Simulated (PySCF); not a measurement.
**Oxygen: a sound run and one with changed settings**

Sound run: O [He] 2s2 2p4, O⁺ [He] 2s2 2p3. Calculation: PySCF 2.14, in cc-pVTZ-DK; scalar relativity by spin-free X2C-1e. In the sound run the correlated levels freeze 1s2. The sound run starts from symmetry-adapted Hartree-Fock orbitals and uses a fine grid where one is needed.

Changed run: basis STO-3G, all-electron and non-relativistic. This setting is unsound on purpose.

```tsv
species	method	sound run (hartree)	changed run (hartree)	converged
O	UHF	-74.86387	-73.80415	yes
O	M06-2X	-75.11840	-74.04134	yes
O	M06-L	-75.13122	-74.03873	yes
O	MP2	-75.00710	-73.80415	yes
O⁺	UHF	-74.42286	-73.44358	yes
O⁺	M06-2X	-74.61613	-73.62634	yes
O⁺	M06-L	-74.63041	-73.61728	yes
O⁺	MP2	-74.52055	-73.44358	yes
```

Ionisation energy of O:

```tsv
method	sound run (eV)	changed run (eV)
UHF	12.001	9.812
M06-2X	13.667	11.293
M06-L	13.628	11.468
MP2	13.240	9.812
SCS-MP2	13.338	9.812
```

A minimal basis cannot let orbitals breathe on ionisation and holds almost no correlation. The Hamiltonian changed with the basis, so the totals do not compare.

For comparison, NIST gives 13.618 eV between the lowest levels.
